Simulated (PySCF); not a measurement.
PySCF input:

```python
from pyscf import gto, scf, dft

mol = gto.M(
    atom='''
    Si   -0.00000000   -0.00000000   -0.55379891
    O     0.00000000    0.00000000    0.96914808
    ''',
    basis='def2-tzvpd',
    charge=1,
    spin=1,
    symmetry='C2v',
    verbose=4,
)

mf = dft.UKS(mol, xc='m06l').density_fit(auxbasis='def2-universal-jkfit')
mf.grids.level = 4
mf.conv_tol = 1e-9
mf.max_cycle = 100
mf.max_memory = 1500
mf.kernel()
if not mf.converged:
    mf = mf.newton()
    mf.kernel(mf.make_rdm1())
mf.analyze()
```

Q: What final total energy does it print?

A: -364.32955 Eh (M06-L/def2-TZVPD).
